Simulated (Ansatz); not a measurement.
Input file:

```yaml
crystal:
  periodic: [false, false, false]
  atoms:
    - {symbol: H, position_ang: [-2.110784, 0.059434, 0.000000]}
    - {symbol: H, position_ang: [-1.140784, 0.059434, 0.000000]}
    - {symbol: N, position_ang: [0.200216, 0.059434, 0.000000]}
    - {symbol: H, position_ang: [0.469298, -0.944792, 0.000000]}
basis:
  gaussian: {orbitals: 6-31G}
magnetization: {spin_polarized: false, initial_magnetization: 2}
correlation: {method: fci, electrons: outside_noble_gas}
```

```sh
$ ansatz run in.yaml --threads 1 --pin off --events-out ev --progress --plain --max-ram 2393MiB
```

**Question.** Roughly how long does this take on 1 thread of Arm Neoverse V2, shared host, and how much host memory?

**Answer.** 1.4 s wall and 0.11 GiB.

```
336 factors; integrals over basis functions are off by at most 6.2e-8 eV
mean field evaluation 1: about -1523.2715 eV, gradient 1.0e1 eV
mean field evaluation 2: about -1523.2711 eV, gradient 1.0e1 eV
mean field evaluation 4: about -1523.8162 eV, gradient 2.0e0 eV
mean field evaluation 8: about -1523.9221 eV, gradient 1.6e-1 eV
mean field -1523.92309269 eV, -56.0031407041 hartree, gradient 7.4e-6 eV, S^2 2.000000; 0 other end points of the search recorded, 0 dependent functions left out
mean field evaluation 16: about -1524.1221 eV, gradient 3.5e0 eV
1 core orbitals not correlated: weight in the atoms' cores, before any rotation towards them, 1.000 or more for the frozen orbitals, at most 0.000 for the correlated occupied ones
reference -1523.92309269 eV, -56.0031407041 hartree; 5, 3 occupied and 9, 11 virtual orbitals, 336 factors
state -1527.18477421 eV, -56.1230052892 hartree
Total energy: -1527.18477421 eV, -56.1230052892 hartree
```

Natural occupations: 1.9820 1.9641 1.9503 0.9991 0.9937 0.0452 0.0322 0.0124 0.0076 0.0047 0.0040 0.0028 0.0010 0.0009.
